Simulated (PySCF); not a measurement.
Reaction (SMILES): N#N (N2) + 3 [H][H] (H2) → 2 N (NH3)
B3LYP-D3(BJ)/def2-TZVP geometries, fixed; electronic energies without zero-point terms.

Effect of the atomic grid (radial, angular points) at wB97M-V/def2-TZVP with PySCF, against the last row, where the energy of full hydrogenation is -38.98 kcal/mol.

| setting | grid points, largest species | largest shift of a total energy (mEh) | shift of the energy of full hydrogenation (kcal/mol) |
|---|---|---|---|
| atom_grid: 30, 110, unpruned | 13200 | 0.171 | 0.030 |
| atom_grid: 50, 194, unpruned | 38800 | -0.002 | 0.002 |
| atom_grid: 75, 302, unpruned | 90600 | 0.000 | 0.000 |
| atom_grid: 99, 590, unpruned | 233640 | 0.000 | 0.000 |
| atom_grid: 150, 974, unpruned | 584400 | 0.000 | 0.000 |

Within 0.02 kcal/mol in the energy of full hydrogenation: atom_grid: 50, 194, unpruned; atom_grid: 75, 302, unpruned; atom_grid: 99, 590, unpruned. The largest shift is 0.171 mEh in a total energy and 0.030 kcal/mol in the difference.
